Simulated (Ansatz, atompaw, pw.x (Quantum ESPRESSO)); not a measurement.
## From atom to crystal: PAW (atompaw) potential for Mg

magnesium (Mg), PAW, made with atompaw 4.2.0.5 (LDA (PW92), scalar-relativistic). Core [Ne], reference 3s2 3p0. Waves: 3s (bound): rc 2.50 bohr; 3s channel at 1.2 Ry: rc 2.50 bohr; 3p (bound, empty): rc 2.50 bohr; 3p channel at 0.85 Ry: rc 2.50 bohr; 3d channel at 0.15 Ry: rc 2.50 bohr. Local part: ultrasoft scheme with l = 3 at 0 Ry, radius 2.25 bohr. Core correction: smooth core density matched at 2.25 bohr. Augmentation charge: besselshape compensation charge, radius 2.35 bohr; PAW radius 2.50 bohr; waves and projectors: custom polynom vanderbiltortho.

Atomic tests: cutoffs needed: 6 Ry and 8 Ry (the cutoffs (Ry, on a coarse ladder) from which the occupation-weighted sum of valence levels, in a spherical-Bessel basis at the reference potential, stays within 10 and 1 mRy of its value at 400 Ry); ghost test: no extra level below or beside the all-electron valence levels (s, p, d, f tested) (spherical-Bessel basis up to 400 Ry, 20 bohr box); lowest eigenvalue of the overlap operator: 0.17 (s channel).

Crystal test: fcc Mg in pw.x 7.5, no spin, 13³ k-points, Fermi–Dirac smearing 0.01 Ry, cutoffs 40/400 Ry. The reference is all-electron LAPW (Ansatz 0.2.0) with the same functional, mesh and smearing; V0 and B0 come from Birch–Murnaghan fits to the pressures at five volumes. Errors are pseudo minus all-electron; Δ is the rms difference of the E(V) curves that follow from these fits, minima aligned, over ±6 % about the mean V0. Mesh and smearing are coarse, so the numbers serve the comparison and aren't converged zero-temperature values; the lattice is a test structure that the element need not adopt.

All-electron: a0 = 4.436 Å (V0 = 21.83 Å³/atom), B0 = 38.5 GPa.

Problem. How far does the potential miss the all-electron equation of state?

Solution. mean pressure error (GPa): +0.11; a0 (Å): 4.441; a0 error (%): +0.09; B0 error (%): +1.2; Δ (meV/atom): 0.5.

```json
{"V (Å³/atom)": "20.779", "P all-electron (GPa)": "2.10", "P pseudo (GPa)": "2.26"}
{"V (Å³/atom)": "21.326", "P all-electron (GPa)": "0.94", "P pseudo (GPa)": "1.07"}
{"V (Å³/atom)": "21.873", "P all-electron (GPa)": "-0.08", "P pseudo (GPa)": "0.03"}
{"V (Å³/atom)": "22.420", "P all-electron (GPa)": "-0.97", "P pseudo (GPa)": "-0.89"}
{"V (Å³/atom)": "22.967", "P all-electron (GPa)": "-1.77", "P pseudo (GPa)": "-1.70"}
```

Problem. At the middle volume, how do free energy and pressure move when the wave cutoff is lowered (ecutrho held at 400 Ry)?

Solution.

```csv
cutoff (Ry),shift of F (meV/atom),shift of P (GPa)
18,+0.2,-0.00
24,+0.0,-0.00
32,+0.0,+0.00
```

The run at the middle volume (84 k-points, 5 iterations) took about 6.4 s on one core of a shared host (Intel(R) Xeon(R) Platinum 8259CL CPU @ 2.50GHz, 96 threads, 755 GiB, load 39).
